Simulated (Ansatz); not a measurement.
# Tantalum, bcc under LDA: convergence with the Gaussian smearing

How small must the Gaussian smearing width be for energy and pressure to settle? The geometry was relaxed under LDA beforehand and stays fixed; 7 values are run, from 0.01 to 1.0 eV. Wanted are the values from which on the energy stays within 10 and 1 meV/atom, and the pressure within 0.5 GPa, of the narrowest run. Within the series other settings stay, but some runs also write fields, which adds to their time. Spin polarisation is left out.

Method: DFT LDA, plane waves with PAW, scalar-relativistic, in Ansatz 0.2.0.

## Step 1: The system as given

Symmetry: Im-3m, No. 229, cubic system. Conventional cell: a = 3.255 Å, b = 3.255 Å, c = 3.255 Å, α = 90.00°, β = 90.00°, γ = 90.00°. Ta (site symmetry m-3m) is surrounded by 8 Ta at 2.82 Å.

As a file:

```xyz
1
Lattice="-1.6277 1.6277 1.6277 1.6277 -1.6277 1.6277 1.6277 1.6277 -1.6277" Properties=species:S:1:pos:R:3 pbc="T T T"
Ta    0.0000    0.0000    0.0000
```

## Step 2: With a width of 0.01 eV

The run at 0.01 eV.

File input.yaml:

```yaml
crystal:
  lattice:
    - [-1.6276710318, 1.6276710318, 1.6276710318]
    - [1.6276710318, -1.6276710318, 1.6276710318]
    - [1.6276710318, 1.6276710318, -1.6276710318]
  atoms:
    - { symbol: Ta, position: [0.0, 0.0, 0.0] }
hamiltonian:
  xc: lda
  pseudopotentials:
    kind: paw
    azcp:
      Ta: "pseudopotentials/Ta.paw.azcp"
basis:
  ecutwfc: 420
  fft_grid_basis: typed
kpoints:
  mp_grid: { grid: [14, 14, 14], shift: [0, 0, 0] }
magnetization:
  spin_polarized: false
scf:
  occupations: { method: gaussian, width: 0.01 }
  lower_state_search: "off"
output:
  stress: true
```

On the command line:

```
> ansatz run input.yaml --threads 2 --pin off --max-ram 5120MiB --backend cpu --events-out ev --progress --plain --runs-dir out
```

## Step 3: With a width of 0.03 eV

The run at 0.03 eV.

input.yaml: that of step 2 with these lines changed.

```diff
@@ -21,3 +21,3 @@
 scf:
-  occupations: { method: gaussian, width: 0.01 }
+  occupations: { method: gaussian, width: 0.03 }
   lower_state_search: "off"
@@ -25 +25,5 @@
   stress: true
+  write_density: true
+  write_potential: true
+  elf: true
+  volumetric_format: npy
```

## Step 4: With a width of 0.1 eV

The run at 0.1 eV.

input.yaml: that of step 3 with these lines changed.

```diff
@@ -21,3 +21,3 @@
 scf:
-  occupations: { method: gaussian, width: 0.03 }
+  occupations: { method: gaussian, width: 0.1 }
   lower_state_search: "off"
@@ -25,5 +25 @@
   stress: true
-  write_density: true
-  write_potential: true
-  elf: true
-  volumetric_format: npy
```

## Step 5: With a width of 0.2 eV

The run at 0.2 eV.

input.yaml: that of step 4 with these lines changed.

```diff
@@ -21,3 +21,3 @@
 scf:
-  occupations: { method: gaussian, width: 0.1 }
+  occupations: { method: gaussian, width: 0.2 }
   lower_state_search: "off"
@@ -25 +25,5 @@
   stress: true
+  write_density: true
+  write_potential: true
+  elf: true
+  volumetric_format: npy
```

## Step 6: With a width of 0.3 eV

The run at 0.3 eV.

input.yaml: that of step 5 with these lines changed.

```diff
@@ -21,3 +21,3 @@
 scf:
-  occupations: { method: gaussian, width: 0.2 }
+  occupations: { method: gaussian, width: 0.3 }
   lower_state_search: "off"
@@ -25,5 +25 @@
   stress: true
-  write_density: true
-  write_potential: true
-  elf: true
-  volumetric_format: npy
```

## Step 7: With a width of 0.6 eV

The run at 0.6 eV.

input.yaml: that of step 6 with these lines changed.

```diff
@@ -21,3 +21,3 @@
 scf:
-  occupations: { method: gaussian, width: 0.3 }
+  occupations: { method: gaussian, width: 0.6 }
   lower_state_search: "off"
```

## Step 8: With a width of 1.0 eV

The run at 1.0 eV.

input.yaml: that of step 7 with these lines changed.

```diff
@@ -21,3 +21,3 @@
 scf:
-  occupations: { method: gaussian, width: 0.6 }
+  occupations: { method: gaussian, width: 1.0 }
   lower_state_search: "off"
```

(Steps that only read results are left out.)

Before running it: what results should come out?

**Answer**, as computed:

| quantity | value |
| --- | --- |
| E(σ → 0) stays within 10 meV/atom of 0.01 eV | up to 0.6 eV |
| E(σ → 0) stays within 1 meV/atom | up to 0.3 eV |
| pressure stays within 0.5 GPa | up to 0.3 eV |
| pressure at 0.01 eV | -0.10 GPa |
| energy of a separate run on a finer mesh (22×22×22) | +4.1 meV/atom from 0.01 eV |

The far end, 1.0 eV, lies -24.7 meV/atom and +2.4 GPa from the yardstick. The free energy F moves by -278.6 meV/atom over the range, and the estimate for σ → 0 by -24.7. With this scheme F falls about as the square of the width. The mesh (14×14×14) is fixed, so the narrowest widths carry a k-point error of their own. The yardstick itself is unsettled by 4.1 meV/atom against the finer mesh, so the thresholds above hold only within this series, and wider smearing, which averages over more states, can land nearer the fine-mesh value than the narrowest does. The cell taken over is 5 % smaller than the measured one (18.06 Å³/atom, COD).
